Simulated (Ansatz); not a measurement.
Born–Oppenheimer molecular dynamics of BClFH (4 atoms, charge 0, multiplicity 1). It starts from a relaxed structure.

Level of theory: RKS revPBE-D4/def2-SVP (Ansatz).

```
ensemble        : NVT, Nosé–Hoover chain
time step       : 0.5 fs
steps asked     : 500
set temperature : 2000 K
thermostat      : time constant 100 fs, chain length 3 (defaults)
masses          : H 3.016 u
seed            : 885475
```

First frame:

```xyz
4
Properties=species:S:1:pos:R:3
B -0.022 0.000 -0.017
F -0.035 0.000 1.312
H 1.032 0.000 -0.617
Cl -1.555 0.000 -0.883
```

(1) How far do the bonds stretch over the last three quarters of this one trajectory? (Pairs bonded in most of those frames.)

Results:

(1) 
```
  bond  mean (Å)  spread (Å)  shortest  longest
 B1–F2     1.367       0.109      1.17     1.57
 B1–H3     1.229       0.054      1.13     1.35
B1–Cl4     1.774       0.053      1.66     1.87
```

Mean temperature of the second half: 2221 K. The conserved energy stayed within 0.73 meV per atom of its start (net change 0.57 meV per atom), so the integration is sound. The mean temperature of the second half is 11 % above the set value. A run of 0.25 ps of so small a system gives no equilibrium averages.

Time of the run: 9.5 min on 1 thread of Intel(R) Xeon(R) Platinum 8259CL CPU @ 2.50GHz (Skylake/Cascade Lake), on a shared host, peak memory 0.11 GiB.
